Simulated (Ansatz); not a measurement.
# The silicon atom (triplet): the correlation ladder, cc-pVTZ

Aim: climb from Hartree-Fock through coupled cluster and multireference methods for the silicon atom (triplet) at one geometry and basis, and see what each rung misses.

Computed with Ansatz 0.2.0, Gaussian basis. Level: cc-pVTZ, core rule «outside noble gas», up to 5 orbitals frozen.

The runs, in order: UHF; CCSD(T) on ROHF; CCSD(T) on UHF; BCCD(T) on ROHF; CISD; CCSDT(Q) on ROHF; CCSDT(Q) on UHF; CASSCF and MRCISD+Q, 4 electrons in 4 orbitals; CASSCF and MRCISD+Q(relaxed), 4 electrons in 4 orbitals; CASSCF and NEVPT4(SD), 4 electrons in 4 orbitals; CASSCF and NEVPT2, 4 electrons in 4 orbitals.

## (1) The atom

A free atom, in its lowest state of this spin that the program finds.

1 atom, charge 0, spin multiplicity 3.

## (2) UHF

Contents of in.yaml:

```yaml
crystal:
  periodic: [false, false, false]
  atoms:
    - {symbol: Si, position_ang: [0.000000, 0.000000, 0.000000]}
basis:
  gaussian: {orbitals: cc-pVTZ}
magnetization: {spin_polarized: true, initial_magnetization: 2}
hamiltonian: {xc: hf}
output: {orbitals: {seedname: orbitals}}
```

Launch:

```sh
ansatz run in.yaml --threads 1 --pin off --events-out ev --progress --plain --max-ram 2393MiB
```

After this run come: CCSD(T) on ROHF; CCSD(T) on UHF; BCCD(T) on ROHF; CISD; CCSDT(Q) on ROHF; CCSDT(Q) on UHF; CASSCF and MRCISD+Q, 4 electrons in 4 orbitals; CASSCF and MRCISD+Q(relaxed), 4 electrons in 4 orbitals; CASSCF and NEVPT4(SD), 4 electrons in 4 orbitals; CASSCF and NEVPT2, 4 electrons in 4 orbitals.

**Question.** What will the summary of the whole plan be? Wanted: UCCSDT(Q) below the RHF energy; RMP2 from UCCSDT(Q); UMP2 from UCCSDT(Q); RCCSD from UCCSDT(Q); RCCSD(T) from UCCSDT(Q); UCCSD(T) from UCCSDT(Q); RCCSDT(Q) from UCCSDT(Q); NEVPT2 valence from UCCSDT(Q); NEVPT4(SD) valence from UCCSDT(Q).

The runs gave:

| quantity | value |
| --- | --- |
| UCCSDT(Q) below the RHF energy | -2.2252 eV |
| RMP2 from UCCSDT(Q) | +581.7 meV |
| UMP2 from UCCSDT(Q) | +582.9 meV |
| RCCSD from UCCSDT(Q) | +94.5 meV |
| RCCSD(T) from UCCSDT(Q) | +23.3 meV |
| UCCSD(T) from UCCSDT(Q) | +21.9 meV |
| RCCSDT(Q) from UCCSDT(Q) | +1.4 meV |
| NEVPT2 valence from UCCSDT(Q) | +447.4 meV |
| NEVPT4(SD) valence from UCCSDT(Q) | +32.7 meV |
| MRCISD+Q valence from UCCSDT(Q) | -22.9 meV |
| levels within 1 kcal/mol (43 meV) | RCCSD(T), UCCSD(T), BCCD(T), RCCSDT, UCCSDT, RCCSDT(Q), NEVPT4(SD) valence, MRCISD+Q valence, MRCISD+Q(relaxed) valence |
| T1 diagnostic | 0.024 |
| effectively unpaired electrons | 2.01 |

What this shows: RCCSD(T) lands +23.3 meV from the yardstick (1.0 % of the correlation energy). One determinant dominates. Of the multireference levels listed MRCISD+Q valence comes nearest in total energy (-22.9 meV), which doesn't show that its space is the better one. These misses are within one basis, not against nature; the frozen cores of restricted and unrestricted runs differ, which can shift their rows.
